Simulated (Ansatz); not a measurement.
**CCSD(T) against full CI for several species**

Each species is computed at the geometry given (Å), with frozen cores, in Ansatz 0.2.0: RHF-CCSD(T) for singlets, UHF-CCSD(T) otherwise, and full CI in the same basis. The program picks the determinant by trial CCSD, so it needn't be the lowest Hartree–Fock solution. States: HOB⁺ Σ⁺ or Δ, SiH3⁺ A, H2Al–Li A1. Cases whose determinant has another symmetry than full CI's state, or whose (Q) step broke down, weren't drawn.

Problem. Judging by size, spin and bonding and the diagnostics given, rank them by the size of CCSD(T)'s error in total energy against full CI in the same basis, smallest first (an estimate).
A. H₂Al–Li, singlet, 6-31G: Al 0.000 0.000 0.362; Li 0.000 0.000 -1.788; H 0.000 1.308 1.314; H 0.000 -1.308 1.314. T1 0.019, (T) -25 meV in a correlation energy of -1.73 eV
B. SiH3⁺, triplet, cc-pVDZ: Si -0.035 0.099 -0.205; H -0.035 -1.194 -0.950; H 1.486 -1.277 5.290; H -0.474 -0.298 1.382. T1 0.017, (T) -45 meV in a correlation energy of -2.37 eV
C. HOB⁺, doublet, 6-31G: B 0.000 0.000 1.165; O 0.000 0.000 -0.107; H 0.000 0.000 -1.059. T1 0.025, (T) -141 meV in a correlation energy of -4.42 eV

Solution. A (12.3 meV), B (19.0 meV), C (26.4 meV).

```tsv
species	basis	correlated electrons	CCSD(T) − full CI (meV)	CCSDT(Q) − full CI (meV)	unpaired electrons (full CI)	T1	⟨S²⟩ of the determinant
H2Al–Li, singlet	6-31G	6	12.3	0.6	0.06	0.019	0.00
SiH3⁺, triplet	cc-pVDZ	6	19.0	-0.3	2.04	0.017	2.01
HOB⁺, doublet	6-31G	9	26.4	-5.4	1.04	0.025	0.77
```

Unpaired electrons are Σ n²(2−n)² over natural occupations; an open shell counts its own unpaired electrons too. Frozen cores follow each run's orbitals, which moves totals by a few meV.
